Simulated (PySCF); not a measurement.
Calculation: PySCF with PBE-D3(BJ)/def2-TZVP // PBE0-D3(BJ)/def2-TZVP. Isolated molecules, 0 K electronic values unless said otherwise. One relaxed conformer stands for a flexible species; it need not be the lowest. 

Reference species (SMILES): `C=C=C` (neutral, multiplicity 1).

```json
{
 "HOMO": "-6.55 eV",
 "HOMO–LUMO gap": "5.85 eV"
}
```

Changed species: `C(=C=C)C=O` (X = formyl; the reference has X = H).

Predict the effect on the HOMO and HOMO–LUMO gap.

the HOMO rises by 0.63 eV, to -5.92 eV; the HOMO–LUMO gap decreases by 2.60 eV, to 3.25 eV.
